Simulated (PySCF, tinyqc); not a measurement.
Ways to converge the cycle: SCF convergence aids in the sto-6g basis, for CO, spin multiplicity 1. Computed by the program tinyqc with PySCF. Command: `OMP_NUM_THREADS=1 python tinyqc.py 111205 111206 out.jsonl`; one thread of a shared host (Intel(R) Xeon(R) Processor @ 2.60GHz), about 2 s.

Geometry (angstrom):
```
atom       x       y       z
C     0.0000  0.0000  0.0000
O     0.0000  0.0000  1.3070
```

lowest restricted solution found by these runs and by PySCF = -112.251502 hartree

RHF with one setting changed at a time; a run stops when the energy changes by less than 1e-09 hartree and the error matrix is below 1e-5. The start is random orbitals. Damping d keeps d of the old density; a shift (hartree) raises the virtual levels; DIIS n extrapolates F over n matrices.

Largest element of the error matrix X^T (FDS - SDF) X:
```
iteration    plain  damping 0.3  damping 0.6  shift 0.4   DIIS 3   DIIS 8
1          1.1e+01      1.1e+01      1.1e+01    1.1e+01  1.1e+01  1.1e+01
2          8.6e-01      3.0e+00      6.4e+00    7.3e-01  8.6e-01  8.6e-01
3          1.9e+00      9.2e-01      3.7e+00    1.2e+00  1.9e+00  1.9e+00
4          9.1e-01      2.8e-01      2.2e+00    5.4e-01  8.7e-02  8.7e-02
5          1.8e+00      8.9e-02      1.3e+00    3.0e-01  6.0e-02  6.3e-02
6          9.1e-01      2.8e-02      7.8e-01    1.5e-01  5.5e-02  5.6e-02
8          9.1e-01      8.5e-03      2.9e-01    4.1e-02  1.0e-03  8.5e-03
10         9.1e-01      5.2e-03      1.1e-01    1.3e-02  2.7e-04  3.3e-04
14         9.1e-01      1.8e-03      1.4e-02    4.4e-03  2.6e-05  3.4e-07
20         9.1e-01      5.4e-04      3.9e-03    1.5e-03        -        -
30         9.1e-01      8.7e-05      1.1e-03    2.8e-04        -        -
45         1.7e+00            -      2.4e-04    2.5e-05        -        -
60         9.1e-01            -      5.3e-05          -        -        -
```

How each run ends:
```
run          iterations  E (hartree)                                                        state
plain               >60  -111.067895               has stopped falling
damping 0.3          43  -112.251502                                                 lowest found
damping 0.6         >60  -112.251502  falls steadily but slowly, by a factor of about 0.91 a step
shift 0.4            51  -112.251502                                                 lowest found
DIIS 3               17  -112.251502                                                 lowest found
DIIS 8               14  -112.251502                                                 lowest found
```

4 of 6 runs reach the lowest restricted solution found, in 14 to 51 iterations (fastest: DIIS 8). Not converged: plain, damping 0.6. Plain steps overshoot here, and damping or a shift shortens them enough to converge. DIIS 3 and DIIS 8 gain by cancelling the error over several earlier matrices, much as a quasi-Newton step does. The restricted reference is unstable here: a spin-polarised solution lies 0.0027 hartree lower (PySCF), so results built on it describe a poor reference.
